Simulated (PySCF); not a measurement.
# Dipole moment and polarisability across levels of theory

Pyranone, C5H4O2.
Atom-mapped SMILES: `[O:1]=[c:2]1[cH:3][cH:4][o:5][cH:6][cH:7]1` (hydrogens: H8 on C3; H9 on C4; H10 on C6; H11 on C7)

Cartesian coordinates in Å at the PBE0-D3(BJ)/def2-SVP level; atoms count from 1:
```
atom  x, y, z in Å
O1    -0.978    2.346    0.078
C2    -0.501    1.227    0.022
C3    -1.299   -0.005   -0.024
C4    -0.712   -1.214   -0.093
O5     0.621   -1.392   -0.125
C6     1.412   -0.305   -0.080
C7     0.942    0.954   -0.010
H8    -2.387    0.075   -0.001
H9    -1.244   -2.166   -0.131
H10    2.468   -0.578   -0.109
H11    1.635    1.796    0.023
```

PySCF, dipoles from the SCF density, polarisabilities from static response with core orbitals frozen. Geometry: PBE0-D3(BJ)/def2-SVP; no solvent, vibrations or thermal averaging.

The anisotropy is √(½[(α1 − α2)² + (α2 − α3)² + (α3 − α1)²]).

```csv
level,μ (D),α (au),anisotropy (au)
LDA/def2-SVPD,4.098,65.57,41.06
PBE/def2-SVPD,4.063,65.34,41.49
B3LYP/def2-SVPD,4.152,63.94,40.53
PBE0/def2-SVPD,4.156,63.24,39.94
BHandHLYP/def2-SVPD,4.258,62.04,39.46
CAM-B3LYP/def2-SVPD,4.191,63.14,40.14
wB97X-D/def2-SVPD,4.202,63.28,39.40
LC-wPBE/def2-SVPD,4.158,61.88,39.61
HF/def2-SVPD,4.469,60.46,38.63
PBE0/6-31G*,3.849,51.22,46.28
PBE0/def2-SVP,3.797,53.05,42.11
PBE0/6-31+G*,4.176,60.88,41.98
PBE0/aug-cc-pVDZ,4.142,64.53,39.75
PBE0/def2-TZVP,4.079,60.62,40.60
```

The dipole runs from 3.80 D (PBE0/def2-SVP) to 4.47 D (HF/def2-SVPD). No reference polarisability is at hand; against PBE0 in the largest diffuse basis at hand (aug-cc-pVDZ) the other PBE0 rows deviate by 6-31G* -21%, def2-SVP -18%, 6-31+G* -6%, def2-SVPD -2%, def2-TZVP -6%. In one basis (def2-SVPD) the functionals order the polarisability from HF (lowest) to LDA (highest), a spread of 8%. With PBE0 the polarisability is 54.96 au without diffuse functions (mean of 6-31G*, def2-SVP and def2-TZVP) and 62.88 au with them (mean of 6-31+G*, def2-SVPD and aug-cc-pVDZ).
